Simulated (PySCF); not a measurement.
Gas-phase reaction: 2 P + 6 O + H2 → 2 HPO3, at 1400 K and a standard pressure of 1 bar. Level: GFN2-xTB.

Computed with PySCF (xtb for GFN2) and rigid-rotor harmonic-oscillator thermochemistry at 1 bar. Open shells (unrestricted): P (multiplicity 4), O (multiplicity 3, electronic degeneracy 9); the rest are closed-shell singlets. GFN2 has no spin-polarisation term. Spin-orbit splitting is ignored; it lowers the true energy and changes the entropy of O. HPO3: computed as isolated molecules; such fragments, hydroxides, amides, oligomers or adducts are transient or little studied in the gas. The harmonic model lacks anharmonicity and excited electronic states, which grow with temperature; levels with a mode under 35 cm⁻¹ are left out. Internal rotation in HPO3 is treated as a harmonic vibration of one conformer, which makes the entropy rough.

```json
[
 {"species": "P", "E (Ha)": "-2.37418", "H(1400 K) − E (kJ/mol)": "29.1", "S°(1400 K) (J/mol/K)": "195.3"},
 {"species": "O", "E (Ha)": "-3.76761", "H(1400 K) − E (kJ/mol)": "29.1", "S°(1400 K) (J/mol/K)": "193.9"},
 {"species": "H2", "E (Ha)": "-0.98269", "H(1400 K) − E (kJ/mol)": "64.2", "S°(1400 K) (J/mol/K)": "177.0"},
 {"species": "HPO3", "E (Ha)": "-15.28694", "H(1400 K) − E (kJ/mol)": "167.6", "S°(1400 K) (J/mol/K)": "412.5"}
]
```
E: electronic energy; H − E holds the zero-point and thermal terms. 1 Ha = 2625.5 kJ/mol.

Q: Work out ΔH°, ΔS°, ΔG° and log10 K from these numbers.

A: 1. ΔE = 2×(-15.28694) − 2×(-2.37418) − 6×(-3.76761) − 1×(-0.98269) = -2.23717 Ha = -5873.7 kJ.
2. Δ(H − E) = 2×(167.6) − 2×(29.1) − 6×(29.1) − 1×(64.2) = 38.2 kJ, so ΔH° = -5835.5 kJ.
3. ΔS° = 2×(412.5) − 2×(195.3) − 6×(193.9) − 1×(177.0) = -906.0 J/K; the number of gas molecules changes by -7.
4. ΔG° = ΔH° − TΔS° = -5835.5 − 1400×(-906.0)/1000 = -4567.1 kJ.
5. log10 K = −ΔG°/(RT ln 10) = 170.41, with RT ln 10 = 26.80 kJ/mol; at standard pressures the products are favoured.
6. A shift of 10 kJ in ΔE would move log10 K by 0.37 here.
For scale, ΔH°(298 K) is -5814 kJ at this level, -3537 kJ at ωB97M-V/def2-TZVP†, and runs from -5814 to -1588 kJ over the 20 levels computed († marks an energy on the PBE0/def2-TZVP geometry).
